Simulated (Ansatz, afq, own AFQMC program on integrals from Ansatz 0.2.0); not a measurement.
**C2H4S, triplet in def2-TZVP, levels against AFQMC with the constraint released**

| atom | x (Å) | y (Å) | z (Å) |
| --- | --- | --- | --- |
| C | -0.7975 | 1.2648 | -0.6226 |
| S | 0.7548 | 0.4956 | -0.5878 |
| C | 0.3898 | -0.9049 | 0.3646 |
| H | -1.4573 | 1.2199 | 0.2470 |
| H | -1.0684 | 1.8467 | -1.5052 |
| H | -0.3158 | -0.8406 | 1.1963 |
| H | 0.9363 | -1.8271 | 0.1605 |

Basis def2-TZVP. Only valence electrons are correlated. Integrals, coupled cluster, full CI and functionals: Ansatz 0.2.0; the random walks run on the same integrals in our own AFQMC program. ph-AFQMC/CISD is guided by a CISD state made of CCSD amplitudes; releasing the constraint for a short imaginary time cuts its bias at the price of noise, slowly where states lie close. ± is one standard error of the sampling.

Determinant: UHF, the one that the program's search chose, which needn't be the lowest solution. The geometry is a PBE0/def2-SVP stationary point of this or a neighbouring charge and spin state.

No full CI on the walks' own integrals is used here. The released AFQMC energy serves as the reference, which it does only where one determinant dominates, the energy is flat over the last release times and near the phaseless one (40 meV or 2 meV an electron, half that with transition metals). On small molecules, where full CI could be run and the noise was under 10 meV, such values lay within 10 meV of it in 19 cases of 20, a flattering rate, since the rule was set on those same cases; what remains of the bias isn't in the error bar.

Cautions: the released value is read at 1.50 1/Eh with a noise of 12 meV, more than in the cases checked (meV from the phaseless value at times in 1/Eh: -6 ± 6 at 0.24, -5 ± 5 at 0.51, -26 ± 9 at 0.99, -16 ± 12 at 1.50).

* T1 diagnostic: 0.0207
* weight of the determinant in the CISD state: 0.816
* ⟨S²⟩ of the determinant: 2.039
* size of the correlated space: 18 electrons in 116 orbitals

Reference: AFQMC with the constraint released, correlation energy -14.205 ± 0.012 eV.

```csv
level,E − E(reference) (mEh),share of correlation (%)
HF,522.02 ± 0.45,0.00
MP2,70.78 ± 0.45,86.44
CCSD,23.83 ± 0.45,95.43
CCSD(T),2.55 ± 0.45,99.51
ph-AFQMC/CISD,0.59 ± 0.56,99.89
```

Released energies are given only where the last usable release times agree within the noise; a slower fall can still hide under it.
